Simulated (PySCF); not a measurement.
## Be: ionisation energy

Be [He] 2s2 (1S) → Be⁺ [He] 2s1 (2S), as a difference of total energies. All numbers are calculated (PySCF 2.14, the non-relativistic Hamiltonian (point nucleus), in aug-cc-pVQZ (6s5p4d3f2g, 80 functions)). Correlated levels: valence: 1s2 frozen. The calculations carry no spin-orbit coupling.

```tsv
method	ionisation energy (eV)	error (eV)
UHF	8.043	-1.280
MP2 (valence)	8.847	-0.476
SCS-MP2 (valence)	9.008	-0.315
CCSD (valence)	9.295	-0.028
```

Reference: 9.323 eV (measured; NIST Atomic Spectra Database, ionization energies).

Errors of the correlated levels include the incompleteness of this basis and the frozen core.

With two correlated electrons CCSD is exact in that space.
